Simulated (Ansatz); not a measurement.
# BH4O (doublet): wave-function methods side by side at distance O1–H3 along a hydrogen transfer = 1.225 Å, cc-pVDZ

One table from this session's results is given with a row withheld; the runs are named, their logs left out.

The runs use Ansatz 0.2.0, Gaussian basis; cc-pVDZ, core rule «outside noble gas», up to 2 orbitals frozen.

The runs, in order: UHF; CCSD(T) on ROHF; CCSD(T) on UHF; BCCD(T) on ROHF; CISD; CCSDT(Q) on ROHF; CCSDT(Q) on UHF; CASSCF and MRCISD+Q, 3 electrons in 3 orbitals; CASSCF and NEVPT2, 3 electrons in 3 orbitals.

6 further runs of the same task are left out: 1 for a mislabelled method, 4 that didn't finish, 1 set aside as unsound or not needed.

### What is computed

The geometry derives from fragments relaxed apart (PBE0/def2-TZVP) and kept rigid, so it is no stationary point. A hydrogen atom is moved between rigid fragments.

6 atoms, charge 0, spin multiplicity 2.

Atoms are counted from 1 here; the program's logs count them from 0.

Bond lengths: O1–H2 0.960 Å, O1–H3 1.225 Å, B4–H5 1.191 Å, B4–H6 1.191 Å. Angles: H2–O1–H3 105.1°, H5–B4–H6 129.4°.

Set-up of the first run:

Contents of in.yaml:

```yaml
crystal:
  periodic: [false, false, false]
  atoms:
    - {symbol: O, position_ang: [-1.208435, -0.030281, 0.000000]}
    - {symbol: H, position_ang: [-1.457745, 0.896295, 0.000000]}
    - {symbol: H, position_ang: [0.016565, -0.030281, 0.000000]}
    - {symbol: B, position_ang: [1.540565, -0.030281, 0.000000]}
    - {symbol: H, position_ang: [2.049638, -0.030281, 1.077008]}
    - {symbol: H, position_ang: [2.049637, -0.030281, -1.077009]}
basis:
  gaussian: {orbitals: cc-pVDZ}
magnetization: {spin_polarized: true, initial_magnetization: 1}
hamiltonian: {xc: hf}
output: {orbitals: {seedname: orbitals}}
```

Launch:

```console
> ansatz run in.yaml --threads 1 --pin off --events-out ev --progress --plain --max-ram 2393MiB
```

Steps of the session up to this table: UHF; CCSD(T) on ROHF; CCSD(T) on UHF; BCCD(T) on ROHF; CISD; CCSDT(Q) on ROHF; CCSDT(Q) on UHF; CASSCF and MRCISD+Q, 3 electrons in 3 orbitals; CASSCF and NEVPT2, 3 electrons in 3 orbitals.

One table of the session follows, with a row left open; its other results are not shown here.

It belongs to the step «Misses and costs». 

```
       method  from UCCSDT(Q) (kJ/mol)
         ROHF                   +865.8
          UHF                   +834.3
         RMP2                    +91.5
         UMP2                   +107.9
         CISD                    +88.4
        RCCSD                    +21.1
        UCCSD                        ?
     RCCSD(T)                     +3.9
     UCCSD(T)                     +4.0
      BCCD(T)                     +3.9
       RCCSDT                     +2.0
       UCCSDT                     +1.9
    RCCSDT(Q)                      0.0
    UCCSDT(Q)                        0
  CASSCF pair                   +781.6
  NEVPT2 pair                    +95.6
  MRCISD pair                    +73.7
MRCISD+Q pair                    +10.6
```

Estimate the missing values for UCCSD.

The run gave: from UCCSDT(Q) (kJ/mol): +19.8. In the column «from UCCSDT(Q) (kJ/mol)» it lies between MRCISD+Q pair (+10.6) and RCCSD (+21.1).

To keep in mind: Restricted and unrestricted rows rest on different reference determinants; where their highest levels disagree by more than a few hundredths of an eV, they describe different states and don't form one ladder.
